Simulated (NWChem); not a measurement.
**Basis-set dependence for hydrazine (H$_{4}$N$_{2}$)**

```xyz
6

N      0.1745    -0.6794     0.0738
N     -0.1745     0.6794     0.0738
H     -0.6458    -1.2306     0.3138
H      0.5122    -1.0120    -0.8307
H      0.6458     1.2306     0.3138
H     -0.5122     1.0120    -0.8307
```
Charge 0, spin multiplicity 1.

The numbers come from NWChem runs, not from measurements. All single points use one geometry, from PBE0/def2-SVP, a minimum by its harmonic frequencies. It is one conformer; others weren't searched.

Hartree-Fock energies in Ha, correlation energies in mHa.

The correlated methods keep 2 core orbitals frozen. Coupled-cluster values serve here as a point of comparison, not as the truth.

```
basis      functions         RHF     MP2  SCS-MP2    CCSD  CCSD+T(CCSD)  CCSD(T)  CR-CCSD[T]  CR-CCSD(T)
---------  ---------  ----------  ------  -------  ------  ------------  -------  ----------  ----------
STO-3G            14  -109.74361   -88.0    -98.6  -118.4        -119.1   -119.0      -119.0      -119.0
def2-SVP          48  -111.09278  -349.2   -346.9  -373.9        -382.7   -382.5      -381.1      -381.0
def2-TZVP         86  -111.22556  -426.3   -423.9  -445.9        -461.5   -461.1      -458.5      -458.2
```

From def2-SVP to def2-TZVP the Hartree-Fock energy moves by -132.8 mHa and the MP2 correlation energy by -77.1 mHa, which is 18 % of its value in the larger set.
